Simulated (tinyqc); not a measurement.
Harmonic frequencies on the unrestricted B3LYP (VWN-RPA form)/sto-3g surface (energies and gradients from PySCF), for H2O, spin multiplicity 3, step by step. One step of it, computed by the program tinyqc.

Task: One row of the Hessian: 2Hy. Displace 2Hy by +/-0.005 bohr; H(k, :) = (g(+) - g(-)) / (2 delta).

optimised positions (bohr), order 1O, 2H, 3H:
$$\begin{pmatrix}
-0.099167 & -0.510726 & -0.439055 \\
0.098650 & 2.354021 & 1.633644 \\
-0.020402 & -1.765940 & 1.097953
\end{pmatrix}$$

gradient at +delta (hartree/bohr), order 1O, 2H, 3H:
$$\begin{pmatrix}
-0.00000779 & -0.00007212 & -0.00005067 \\
0.00000351 & 0.00009053 & 0.00005826 \\
-0.00000040 & -0.00001251 & -0.00000188
\end{pmatrix}$$

gradient at -delta (hartree/bohr), order 1O, 2H, 3H:
$$\begin{pmatrix}
0.00000259 & 0.00010099 & 0.00005061 \\
-0.00000835 & -0.00009908 & -0.00006162 \\
0.00000121 & 0.00000443 & 0.00001687
\end{pmatrix}$$

Give: row of the Hessian.

Result:

row of the Hessian (hartree/bohr^2): 1Ox -0.001038, 1Oy -0.017310, 1Oz -0.010128, 2Hx 0.001186, 2Hy 0.018961, 2Hz 0.011988, 3Hx -0.000161, 3Hy -0.001695, 3Hz -0.001875
